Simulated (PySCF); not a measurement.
From one molecule to another.

First species: 6-methylpyridine-2-carbonitrile, C7H6N2.
Atom-mapped SMILES: `[CH3:1][c:2]1[cH:3][cH:4][cH:5][c:6]([C:7]#[N:8])[n:9]1` (hydrogens: H10, H11, H12 on C1; H13 on C3; H14 on C4; H15 on C5)

Structure used (GFN2-xTB), in Å, numbered top down from 1:
```xyz
15
C7H6N2 angstrom
C     -2.228   -0.854    0.011
C     -0.867   -0.237    0.021
C     -0.693    1.130    0.254
C      0.586    1.656    0.252
C      1.660    0.812    0.019
C      1.385   -0.537   -0.202
C      2.464   -1.433   -0.443
N      3.365   -2.115   -0.631
N      0.154   -1.044   -0.201
H     -2.846   -0.391   -0.757
H     -2.717   -0.703    0.972
H     -2.143   -1.918   -0.187
H     -1.551    1.760    0.431
H      0.750    2.709    0.430
H      2.677    1.173    0.008
```

Second species: ABN, C7H6N2.
SMILES: `N#Cc1ccc(N)cc1`

Levels: CAM-B3LYP/def2-SVPD for dipole moment, HOMO energy, LUMO energy, HOMO–LUMO gap, static isotropic polarisability and electronic spatial extent ⟨r²⟩ about the centre of nuclear charge; TDDFT CAM-B3LYP/def2-SVPD for lowest singlet excitation; TDA CAM-B3LYP/def2-SVPD for lowest triplet excitation (Tamm–Dancoff); GFN2-xTB for rotational constant A and rotational constant C. Geometries: GFN2-xTB. Each species is one conformer at its optimised geometry, gas phase, non-relativistic unless stated. Electronic properties by PySCF.

Dipoles, sizes and rotational constants follow the conformer. The torsions of the flexible species, by atom-mapped SMILES:
- `[N:1]#[C:2][c:3]1[cH:4][cH:5][c:6]([NH2:7])[cH:8][cH:9]1`: H–N7–C6–C5 166°, H–N7–C6–C5 18°

Values for the first species:

```
Dipole moment                                                     : 5.95 D
HOMO energy                                                       : -9.10 eV
LUMO energy                                                       : -0.87 eV
HOMO–LUMO gap                                                     : 8.23 eV
Lowest singlet excitation                                         : 4.81 eV
Lowest triplet excitation (Tamm–Dancoff)                          : 3.74 eV
Static isotropic polarisability                                   : 90.9 au
Electronic spatial extent ⟨r²⟩ about the centre of nuclear charge : 1195 bohr²
Rotational constant A                                             : 3.329 GHz
Rotational constant C                                             : 0.934 GHz
```

Problem. Estimate the same properties for the second species, and the change in each.

Solution. 
```
                                                         property       first      second  second less first
                                                    dipole moment      5.95 D      6.93 D            +0.98 D
                                                      HOMO energy    -9.10 eV    -7.68 eV           +1.42 eV
                                                      LUMO energy    -0.87 eV     0.03 eV           +0.90 eV
                                                    HOMO–LUMO gap     8.23 eV     7.71 eV           -0.52 eV
                                        lowest singlet excitation     4.81 eV     4.83 eV           +0.02 eV
                         lowest triplet excitation (Tamm–Dancoff)     3.74 eV     3.52 eV           -0.22 eV
                                  static isotropic polarisability     90.9 au     96.5 au            +5.6 au
electronic spatial extent ⟨r²⟩ about the centre of nuclear charge  1195 bohr²  1267 bohr²          +72 bohr²
                                            rotational constant A   3.329 GHz   5.627 GHz         +2.298 GHz
                                            rotational constant C   0.934 GHz   0.856 GHz         -0.078 GHz
```

On the first: The principal polarisabilities are 54.3, 93.6 and 124.9 au; their mean is the isotropic value.

On the second: No computed singlet falls in the visible range (750 to 380 nm, 1.65 to 3.26 eV); S1 lies 1.57 eV above its blue end. The principal polarisabilities are 53.1, 88.6 and 148.0 au; their mean is the isotropic value.
